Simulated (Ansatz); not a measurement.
An Ansatz input:

```yaml
crystal:
  lattice:
    - [3.8389491406, 0.0, 0.0]
    - [-1.9194745703, 3.3246274796, 0.0]
    - [0.0, 0.0, 13.1306778619]
  atoms:
    - { symbol: Nd, position: [1.0, 0.0, 1.0], spin: 3.683 }
    - { symbol: Nd, position: [1.0, 0.0, 0.5], spin: 3.683 }
    - { symbol: Nd, position: [0.3333333333, 0.6666666667, 0.75], spin: -3.688 }
    - { symbol: Nd, position: [0.6666666667, 0.3333333333, 0.25], spin: -3.688 }
hamiltonian:
  xc: revpbe
  pseudopotentials:
    kind: paw
    azcp:
      Nd: "pseudopotentials/Nd.paw.azcp"
basis:
  ecutwfc: 420
  fft_grid_basis: typed
kpoints:
  mp_grid: { grid: [13, 13, 4], shift: [0, 0, 0] }
magnetization:
  spin_polarized: true
scf:
  occupations: { method: fermi_dirac, width: 0.05 }
output:
  stress: true
```

Output

```
band count auto-derived: 59 (N_el = 56.0; filled up to band 28; 43 by the electrons, moments and atoms)
Engine: ansatz 0.2.0, x86_64-unknown-linux-gnu
Pseudopotentials: kind: paw
Pseudopotential: Nd, paw, valence charge 14, recommended cutoff 420 eV (normal) 
Functional definition: revPBE
  parameter kappa = 1.245
  parameter beta = 0.06672455060314922
  exchange = pbe_x(kappa = kappa, mu = beta*pi^2/3)
  correlation = pbe_c(beta = beta)
Crystal: 4 atoms, lattice volume = 167.588 Å³
Basis set: ecut = 420 eV, 3259 PW (Γ)
Bands: 59, of which v1, the nominal top of the filled ones, is band 28 counted from 1 (27 counted from 0)
Symmetry: 24 space group operations
Space group: P63/mmc (ITA 194), of the structure as read, at distance tolerance 5.5e-5 Å
Magnetic group: BNS 194.263 (UNI 1493), of the structure as read, at distance tolerance 5.5e-5 Å
k-points: 63 of 676
Non-local potential: Nd, projectors of the file, l = 0: 3, l = 1: 2, l = 2: 2, l = 3: 3
PAW form: soft (Blöchl's): semilocal exchange-correlation on the pseudo side does not see the compensation charge
PAW frozen core: Nd, regenerated for the run's functional, and the local potential with it (the file was generated under x = pbe(κ = 0.804, μ = 0.2195149727645171), c = pbe(β = 0.06672455060314922))
PAW one-centre angular grid: Nd, 590 points (default); XC on 64 Gauss nodes
Initial density: superposition of atomic densities (chi_scale 0.1, normalization cell)
Starting moments: Σ|m| = 14.742 μB on 4 of 4 sites
Initial wavefunctions: pseudopotential atomic-orbital guess
Functional: x = revpbe(κ = 1.245, μ = 0.2195149727645171), c = pbe(β = 0.06672455060314922)
iter 1 solved again at ethr=1.23e-4 eV; its pass at ethr=3.10e-3 eV (dr2=6.86e-2 eV) is discarded
SCF iter   1: F=—  HF=-29346.675507 eV  |F-HF|=—  |Δ(HF+E_count)|=         —  Δρ=5.02e-2 (↑5.01e-2 ↓5.02e-2)  dr2=6.81e-2  dr2_m=3.83e0  M=-0.034 μB ∫|m|=14.682 μB  β_m=0.30  ethr=1.23e-4  ⟨swp⟩=3.2  Hψ=35091  notcnv=0
Mixer restart at iter 1: flushing history
spin=Collinear: Kerker preconditioning applied to the charge; magnetization (m = ρ↑ − ρ↓) channel mixes plain (no charge-response kernel on spin).
SCF iter   2: F=—  HF=-29348.534307 eV  |F-HF|=—  |Δ(HF+E_count)|=         —  Δρ=3.72e-2 (↑3.71e-2 ↓3.72e-2)  dr2=9.03e-2  dr2_m=2.05e0  M=-0.037 μB ∫|m|=14.848 μB  β_m=0.30  ethr=1.22e-4  ⟨swp⟩=2.1  Hψ=14882  notcnv=0
...
iter 10 did not close the SCF: its close was put off until two iterations running show no level that it waits for move by more than its bar (scf_convergence_deferred on its scf_iter line)
SCF iter  10: F=-29352.479454 eV  HF=-29352.479454 eV  |F-HF|=2.59e-8  |Δ(HF+E_count)|=   1.10e-9  Δρ=2.81e-6 (↑2.81e-6 ↓1.22e-6)  dr2=2.59e-8  dr2_m=3.63e-9  M=0.153 μB ∫|m|=16.167 μB  ethr=6.48e-11  ⟨swp⟩=1.1  Hψ=35943  notcnv=0
SCF iter  11: F=-29352.479454 eV  HF=-29352.479454 eV  |F-HF|=7.23e-9  |Δ(HF+E_count)|=  2.33e-10  Δρ=1.56e-6 (↑5.93e-7 ↓1.56e-6)  dr2=7.09e-9  dr2_m=1.06e-9  M=0.153 μB ∫|m|=16.167 μB  ethr=7.21e-11  ⟨swp⟩=1.0  Hψ=35868  notcnv=0
SCF 2 converged in 11 iterations: F = -29352.479454 eV  dr2 = 7.09e-9
iter 1 solved again at ethr=1.32e-11 eV; its pass at ethr=3.10e-3 eV (dr2=7.37e-9 eV) is discarded
SCF iter   1: F=—  HF=-29352.479454 eV  |F-HF|=—  |Δ(HF+E_count)|=         —  Δρ=1.56e-6 (↑5.94e-7 ↓1.56e-6)  dr2=7.09e-9  dr2_m=1.07e-9  M=0.153 μB ∫|m|=16.167 μB  β_m=0.30  ethr=1.32e-11  ⟨swp⟩=2.2  Hψ=55247  notcnv=0  defer=7
spin=Collinear: Kerker preconditioning applied to the charge; magnetization (m = ρ↑ − ρ↓) channel mixes plain (no charge-response kernel on spin).
SCF iter   2: F=—  HF=-29352.479454 eV  |F-HF|=—  |Δ(HF+E_count)|=   5.20e-9  Δρ=9.09e-6 (↑7.17e-6 ↓9.09e-6)  dr2=3.42e-7  dr2_m=5.14e-8  M=0.153 μB ∫|m|=16.167 μB  β_m=0.17  ethr=1.27e-11  ⟨swp⟩=9.1  Hψ=70132  notcnv=0  recentre
SCF iter   3: F=-29352.479454 eV  HF=-29352.479454 eV  |F-HF|=5.82e-10  |Δ(HF+E_count)|=   5.33e-9  Δρ=4.52e-7 (↑4.52e-7 ↓1.51e-7)  dr2=5.93e-10  dr2_m=8.64e-11  M=0.153 μB ∫|m|=16.167 μB  ethr=1.27e-11  ⟨swp⟩=1.9  Hψ=38314  notcnv=0
SCF 3 converged in 3 iterations: F = -29352.479454 eV  dr2 = 5.93e-10
Symmetry: 4 space group operations
k-points: 255 of 676
iter 1 solved again at ethr=1.07e-12 eV; its pass at ethr=1.79e-6 eV (dr2=5.98e-10 eV) is discarded
SCF iter   1: F=—  HF=-29352.479454 eV  |F-HF|=—  |Δ(HF+E_count)|=         —  Δρ=4.60e-7 (↑4.60e-7 ↓1.65e-7)  dr2=6.00e-10  dr2_m=9.14e-11  M=0.153 μB ∫|m|=16.167 μB  ethr=1.07e-12  ⟨swp⟩=1.0  Hψ=116280  notcnv=0
spin=Collinear: Kerker preconditioning applied to the charge; magnetization (m = ρ↑ − ρ↓) channel mixes plain (no charge-response kernel on spin).
SCF iter   2: F=—  HF=-29352.479454 eV  |F-HF|=—  |Δ(HF+E_count)|=   3.59e-8  Δρ=2.25e-5 (↑2.25e-5 ↓1.86e-5)  dr2=2.36e-6  dr2_m=3.22e-7  M=0.152 μB ∫|m|=16.167 μB  β_m=0.30  ethr=1.07e-12  ⟨swp⟩=4.8  Hψ=67860  notcnv=0
SCF iter   3: F=—  HF=-29352.479456 eV  |F-HF|=—  |Δ(HF+E_count)|=   1.84e-6  Δρ=1.56e-4 (↑1.56e-4 ↓1.54e-4)  dr2=1.23e-4  dr2_m=1.84e-5  M=0.159 μB ∫|m|=16.167 μB  β_m=0.17  ethr=1.07e-12  ⟨swp⟩=5.0  Hψ=76333  notcnv=0  recentre
SCF iter   4: F=-29352.479454 eV  HF=-29352.479454 eV  |F-HF|=8.56e-9  |Δ(HF+E_count)|=   1.88e-6  Δρ=1.21e-6 (↑7.56e-7 ↓1.21e-6)  dr2=8.85e-9  dr2_m=7.52e-10  M=0.153 μB ∫|m|=16.167 μB  ethr=1.07e-12  ⟨swp⟩=1.7  Hψ=98533  notcnv=0
SCF 4 converged in 4 iterations: F = -29352.479454 eV  dr2 = 8.85e-9
k-points: 189 of 676
iter 1 solved again at ethr=1.06e-12 eV; its pass at ethr=1.79e-6 eV (dr2=5.95e-10 eV) is discarded
SCF iter   1: F=—  HF=-29352.479454 eV  |F-HF|=—  |Δ(HF+E_count)|=         —  Δρ=4.54e-7 (↑4.54e-7 ↓1.51e-7)  dr2=5.97e-10  dr2_m=8.75e-11  M=0.153 μB ∫|m|=16.167 μB  ethr=1.06e-12  ⟨swp⟩=1.0  Hψ=86184  notcnv=0
spin=Collinear: Kerker preconditioning applied to the charge; magnetization (m = ρ↑ − ρ↓) channel mixes plain (no charge-response kernel on spin).
SCF iter   2: F=—  HF=-29352.479454 eV  |F-HF|=—  |Δ(HF+E_count)|=   3.58e-8  Δρ=2.25e-5 (↑2.25e-5 ↓1.86e-5)  dr2=2.36e-6  dr2_m=3.22e-7  M=0.152 μB ∫|m|=16.167 μB  β_m=0.30  ethr=1.06e-12  ⟨swp⟩=4.9  Hψ=50398  notcnv=0
SCF iter   3: F=—  HF=-29352.479456 eV  |F-HF|=—  |Δ(HF+E_count)|=   1.84e-6  Δρ=1.56e-4 (↑1.56e-4 ↓1.54e-4)  dr2=1.23e-4  dr2_m=1.84e-5  M=0.159 μB ∫|m|=16.167 μB  β_m=0.17  ethr=1.06e-12  ⟨swp⟩=5.0  Hψ=56503  notcnv=0  recentre
SCF iter   4: F=-29352.479454 eV  HF=-29352.479454 eV  |F-HF|=8.57e-9  |Δ(HF+E_count)|=   1.88e-6  Δρ=1.21e-6 (↑7.54e-7 ↓1.21e-6)  dr2=8.85e-9  dr2_m=7.50e-10  M=0.153 μB ∫|m|=16.167 μB  ethr=1.06e-12  ⟨swp⟩=1.7  Hψ=72949  notcnv=0
SCF 5 converged in 4 iterations: F = -29352.479454 eV  dr2 = 8.85e-9
k-points: 147 of 676 (time reversal used)
```

The run was cut off at its time limit.

The f occupation was not exhaustively searched.
